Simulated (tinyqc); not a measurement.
Worked calculation: UHF in the sto-6g basis, for H2F+, spin multiplicity 1. One step of it, computed by the program tinyqc.

Question. Iteration 1: building the Fock matrix. J_ij = sum D_kl (ij|kl) with D = D(alpha) + D(beta), K_ij = sum D_kl (ik|jl) for each spin; F = H + J - K(s); E = tr D H + tr D J / 2 - 0.5 sum_s tr D(s) K(s) + E_nn.

D(alpha) at the start, order 1F 1s, 1F 2s, 1F 2px, 1F 2py, 1F 2pz, 2H 1s, 3H 1s:
```
[[1.044853, -0.193383, 0.000000, 0.000000, 0.021888, -0.047177, -0.047177],
 [-0.193383, 0.849003, 0.000000, 0.000000, -0.083053, 0.144620, 0.144620],
 [0.000000, 0.000000, 0.960530, -0.076037, 0.000000, 0.150283, -0.150283],
 [0.000000, 0.000000, -0.076037, 0.926299, 0.000000, 0.079701, -0.079701],
 [0.021888, -0.083053, 0.000000, 0.000000, 0.967939, 0.045900, 0.045900],
 [-0.047177, 0.144620, 0.150283, 0.079701, 0.045900, 0.061229, -0.004031],
 [-0.047177, 0.144620, -0.150283, -0.079701, 0.045900, -0.004031, 0.061229]]
```

D(beta) at the start, order 1F 1s, 1F 2s, 1F 2px, 1F 2py, 1F 2pz, 2H 1s, 3H 1s:
```
[[1.044853, -0.193383, 0.000000, 0.000000, 0.021888, -0.047177, -0.047177],
 [-0.193383, 0.849003, 0.000000, 0.000000, -0.083053, 0.144620, 0.144620],
 [0.000000, 0.000000, 0.960530, 0.076037, 0.000000, -0.150283, 0.150283],
 [0.000000, 0.000000, 0.076037, 0.926299, 0.000000, 0.079701, -0.079701],
 [0.021888, -0.083053, 0.000000, 0.000000, 0.967939, 0.045900, 0.045900],
 [-0.047177, 0.144620, -0.150283, 0.079701, 0.045900, 0.061229, -0.004031],
 [-0.047177, 0.144620, 0.150283, -0.079701, 0.045900, -0.004031, 0.061229]]
```

core Hamiltonian H = T + V (hartree), order 1F 1s, 1F 2s, 1F 2px, 1F 2py, 1F 2pz, 2H 1s, 3H 1s:
```
[[-41.251145, -9.201185, 0.000000, 0.000000, -0.009908, -0.868854, -0.868854],
 [-9.201185, -11.219103, 0.000000, 0.000000, -0.116788, -2.159101, -2.159101],
 [0.000000, 0.000000, -9.017494, 0.000000, 0.000000, 0.000000, 0.000000],
 [0.000000, 0.000000, 0.000000, -9.078296, 0.000000, -1.234255, 1.234255],
 [-0.009908, -0.116788, 0.000000, 0.000000, -9.052915, -0.965228, -0.965228],
 [-0.868854, -2.159101, 0.000000, -1.234255, -0.965228, -4.412909, -0.669270],
 [-0.868854, -2.159101, 0.000000, 1.234255, -0.965228, -0.669270, -4.412909]]
```

Two-electron integrals (ij|kl) in chemists' order, unique and non-zero (hartree):
```
(11|11) 5.406240    (21|11) 0.768129    (21|21) 0.138909    (22|11) 1.266271
(22|21) 0.283987    (22|22) 0.926367    (31|31) 0.029452    (32|31) 0.044681
(32|32) 0.204753    (33|11) 1.266273    (33|21) 0.283987    (33|22) 0.926366
(33|33) 0.998085    (41|41) 0.029452    (42|41) 0.044681    (42|42) 0.204753
(43|43) 0.053789    (44|11) 1.266273    (44|21) 0.283987    (44|22) 0.926366
(44|33) 0.890506    (44|44) 0.998085    (51|51) 0.029452    (52|51) 0.044681
(52|52) 0.204753    (53|53) 0.053789    (54|54) 0.053789    (55|11) 1.266273
(55|21) 0.283987    (55|22) 0.926366    (55|33) 0.890506    (55|44) 0.890506
(55|55) 0.998085    (61|11) 0.076616    (61|21) 0.013294    (61|22) 0.026627
(61|33) 0.026584    (61|41) 0.000460    (61|42) 0.000904    (61|44) 0.026667
(61|51) 0.000351    (61|52) 0.000690    (61|54) 0.000064    (61|55) 0.026632
(61|61) 0.001293    (62|11) 0.211967    (62|21) 0.048338    (62|22) 0.178183
(62|33) 0.175613    (62|41) 0.002795    (62|42) 0.021849    (62|44) 0.180485
(62|51) 0.002133    (62|52) 0.016676    (62|54) 0.003718    (62|55) 0.178451
(62|61) 0.004636    (62|62) 0.044255    (63|31) 0.005125    (63|32) 0.030164
(63|43) 0.004478    (63|53) 0.003418    (63|63) 0.006181    (64|11) 0.121511
(64|21) 0.028078    (64|22) 0.110546    (64|33) 0.106085    (64|41) 0.006488
(64|42) 0.042524    (64|44) 0.117838    (64|51) 0.001041    (64|52) 0.009434
(64|54) 0.005553    (64|55) 0.107714    (64|61) 0.002797    (64|62) 0.033691
(64|64) 0.031539    (65|11) 0.092745    (65|21) 0.021431    (65|22) 0.084375
(65|33) 0.080971    (65|41) 0.001041    (65|42) 0.009434    (65|44) 0.083105
(65|51) 0.005919    (65|52) 0.037364    (65|54) 0.006107    (65|55) 0.089050
(65|61) 0.002135    (65|62) 0.025715    (65|64) 0.019355    (65|65) 0.020954
(66|11) 0.408990    (66|21) 0.094988    (66|22) 0.403590    (66|33) 0.391822
(66|41) 0.006045    (66|42) 0.067356    (66|44) 0.414129    (66|51) 0.004614
(66|52) 0.051410    (66|54) 0.017026    (66|55) 0.404818    (66|61) 0.009148
(66|62) 0.136882    (66|64) 0.120435    (66|65) 0.091924    (66|66) 0.774999
(71|11) 0.076616    (71|21) 0.013294    (71|22) 0.026627    (71|33) 0.026584
(71|41) -0.000460   (71|42) -0.000904   (71|44) 0.026667    (71|51) 0.000351
(71|52) 0.000690    (71|54) -0.000064   (71|55) 0.026632    (71|61) 0.001278
(71|62) 0.004507    (71|64) 0.002512    (71|65) 0.002079    (71|66) 0.008852
(71|71) 0.001293    (72|11) 0.211967    (72|21) 0.048338    (72|22) 0.178183
(72|33) 0.175613    (72|41) -0.002795   (72|42) -0.021849   (72|44) 0.180485
(72|51) 0.002133    (72|52) 0.016676    (72|54) -0.003718   (72|55) 0.178451
(72|61) 0.004507    (72|62) 0.035529    (72|64) 0.018863    (72|65) 0.020085
(72|66) 0.088024    (72|71) 0.004636    (72|72) 0.044255    (73|31) 0.005125
(73|32) 0.030164    (73|43) -0.004478   (73|53) 0.003418    (73|63) 0.004782
(73|73) 0.006181    (74|11) -0.121511   (74|21) -0.028078   (74|22) -0.110546
(74|33) -0.106085   (74|41) 0.006488    (74|42) 0.042524    (74|44) -0.117838
(74|51) -0.001041   (74|52) -0.009434   (74|54) 0.005553    (74|55) -0.107714
(74|61) -0.002512   (74|62) -0.018863   (74|64) -0.005604   (74|65) -0.010481
(74|66) -0.044327   (74|71) -0.002797   (74|72) -0.033691   (74|74) 0.031539
(75|11) 0.092745    (75|21) 0.021431    (75|22) 0.084375    (75|33) 0.080971
(75|41) -0.001041   (75|42) -0.009434   (75|44) 0.083105    (75|51) 0.005919
(75|52) 0.037364    (75|54) -0.006107   (75|55) 0.089050    (75|61) 0.002079
(75|62) 0.020085    (75|64) 0.010481    (75|65) 0.015950    (75|66) 0.054400
(75|71) 0.002135    (75|72) 0.025715    (75|74) -0.019355   (75|75) 0.020954
(76|11) 0.059450    (76|21) 0.013734    (76|22) 0.055997    (76|33) 0.054907
(76|44) 0.055773    (76|51) 0.000910    (76|52) 0.008927    (76|55) 0.057310
(76|61) 0.001305    (76|62) 0.014491    (76|64) 0.009741    (76|65) 0.009649
(76|66) 0.052118    (76|71) 0.001305    (76|72) 0.014491    (76|74) -0.009741
(76|75) 0.009649    (76|76) 0.006457    (77|11) 0.408990    (77|21) 0.094988
(77|22) 0.403590    (77|33) 0.391822    (77|41) -0.006045   (77|42) -0.067356
(77|44) 0.414129    (77|51) 0.004614    (77|52) 0.051410    (77|54) -0.017026
(77|55) 0.404818    (77|61) 0.008852    (77|62) 0.088024    (77|64) 0.044327
(77|65) 0.054400    (77|66) 0.259113    (77|71) 0.009148    (77|72) 0.136882
(77|74) -0.120435   (77|75) 0.091924    (77|76) 0.052118    (77|77) 0.774999
```

nuclear repulsion = 7.69771365 hartree

Give: Coulomb J; exchange K(alpha); exchange K(beta); F(alpha); F(beta); total energy of this density.

Answer.

Coulomb J (hartree), order 1F 1s, 1F 2s, 1F 2px, 1F 2py, 1F 2pz, 2H 1s, 3H 1s:
```
[[20.5103, 3.7011, 0.0000, 0.0000, -0.0060, 0.3563, 0.3563],
 [3.7011, 9.6841, 0.0000, 0.0000, -0.0129, 1.8168, 1.8168],
 [0.0000, 0.0000, 9.6761, 0.0000, 0.0000, 0.0000, 0.0000],
 [0.0000, 0.0000, 0.0000, 9.6880, 0.0000, 1.1142, -1.1142],
 [-0.0060, -0.0129, 0.0000, 0.0000, 9.6881, 0.8503, 0.8503],
 [0.3563, 1.8168, 0.0000, 1.1142, 0.8503, 4.0853, 0.5642],
 [0.3563, 1.8168, 0.0000, -1.1142, 0.8503, 0.5642, 4.0853]]
```

exchange K(alpha) (hartree), order 1F 1s, 1F 2s, 1F 2px, 1F 2py, 1F 2pz, 2H 1s, 3H 1s:
```
[[5.5472, 0.9013, 0.0000, 0.0000, 0.0021, 0.0906, 0.0906],
 [0.9013, 1.5154, 0.0000, 0.0000, -0.0348, 0.3400, 0.3400],
 [0.0000, 0.0000, 1.2672, -0.0386, 0.0000, 0.0424, -0.0424],
 [0.0000, 0.0000, -0.0386, 1.2815, 0.0000, 0.1878, -0.1878],
 [0.0021, -0.0348, 0.0000, 0.0000, 1.2961, 0.1372, 0.1372],
 [0.0906, 0.3400, 0.0424, 0.1878, 0.1372, 0.2056, 0.0757],
 [0.0906, 0.3400, -0.0424, -0.1878, 0.1372, 0.0757, 0.2056]]
```

exchange K(beta) (hartree), order 1F 1s, 1F 2s, 1F 2px, 1F 2py, 1F 2pz, 2H 1s, 3H 1s:
```
[[5.5472, 0.9013, 0.0000, 0.0000, 0.0021, 0.0906, 0.0906],
 [0.9013, 1.5154, 0.0000, 0.0000, -0.0348, 0.3400, 0.3400],
 [0.0000, 0.0000, 1.2672, 0.0386, 0.0000, -0.0424, 0.0424],
 [0.0000, 0.0000, 0.0386, 1.2815, 0.0000, 0.1878, -0.1878],
 [0.0021, -0.0348, 0.0000, 0.0000, 1.2961, 0.1372, 0.1372],
 [0.0906, 0.3400, -0.0424, 0.1878, 0.1372, 0.2056, 0.0757],
 [0.0906, 0.3400, 0.0424, -0.1878, 0.1372, 0.0757, 0.2056]]
```

F(alpha) (hartree), order 1F 1s, 1F 2s, 1F 2px, 1F 2py, 1F 2pz, 2H 1s, 3H 1s:
```
[[-26.2881, -6.4014, 0.0000, 0.0000, -0.0180, -0.6032, -0.6032],
 [-6.4014, -3.0505, 0.0000, 0.0000, -0.0948, -0.6823, -0.6823],
 [0.0000, 0.0000, -0.6086, 0.0386, 0.0000, -0.0424, 0.0424],
 [0.0000, 0.0000, 0.0386, -0.6717, 0.0000, -0.3079, 0.3079],
 [-0.0180, -0.0948, 0.0000, 0.0000, -0.6610, -0.2522, -0.2522],
 [-0.6032, -0.6823, -0.0424, -0.3079, -0.2522, -0.5332, -0.1807],
 [-0.6032, -0.6823, 0.0424, 0.3079, -0.2522, -0.1807, -0.5332]]
```

F(beta) (hartree), order 1F 1s, 1F 2s, 1F 2px, 1F 2py, 1F 2pz, 2H 1s, 3H 1s:
```
[[-26.2881, -6.4014, 0.0000, 0.0000, -0.0180, -0.6032, -0.6032],
 [-6.4014, -3.0505, 0.0000, 0.0000, -0.0948, -0.6823, -0.6823],
 [0.0000, 0.0000, -0.6086, -0.0386, 0.0000, 0.0424, -0.0424],
 [0.0000, 0.0000, -0.0386, -0.6717, 0.0000, -0.3079, 0.3079],
 [-0.0180, -0.0948, 0.0000, 0.0000, -0.6610, -0.2522, -0.2522],
 [-0.6032, -0.6823, 0.0424, -0.3079, -0.2522, -0.5332, -0.1807],
 [-0.6032, -0.6823, -0.0424, 0.3079, -0.2522, -0.1807, -0.5332]]
```

total energy of this density = -99.308513 hartree
